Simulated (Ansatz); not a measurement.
fcc Au was calculated with PBEsol in Ansatz (PAW).

Run with plane-wave cutoff 520 eV, 24×24×24 k mesh, Fermi–Dirac smearing 0.05 eV, scalar-relativistic PAW data made under PBE.

A third-order Birch–Murnaghan fit to the energies gives V0 = 17.014 Å³/atom, B0 = 174 GPa, B′ = 5.8.

```tsv
V (Å³/atom)	P (GPa)
15.994	…
16.335	8.00
16.675	3.73
17.015	-0.01
17.356	…
17.696	-6.11
18.036	-8.58
```

Task: Estimate the withheld pressures from this fit; the answers are the runs' own values.

Result: 
- 15.994, P (GPa): 12.90
- 17.356, P (GPa): -3.27

The formula P = (3/2) B0 (x^(7/3) − x^(5/3)) [1 + (3/4)(B′ − 4)(x^(2/3) − 1)] with x = V0/V meets the computed pressures within 0.04 GPa when these rounded values are put in.

Measured, for comparison: bulk modulus 182 GPa (0 K value with the zero-point phonon effect removed, our sources range from 175 to 182; as tabulated in Mejia-Rodriguez and Trickey (2018), arXiv:1807.09216); equilibrium volume per atom 16.76 Å³/atom (static lattice: zero-point anharmonic expansion removed; as tabulated in Mejia-Rodriguez and Trickey (2018), arXiv:1807.09216). Computed (rounded) less measured: bulk modulus -4 % (-0.6 % to -4 % over the range), equilibrium volume per atom +1.5 %.

Spin–orbit coupling is not included; it can shift volumes and moduli of such heavy elements.

Static lattice: no zero-point or thermal effects.

Ansatz is a quantum-chemistry and plane-wave program.
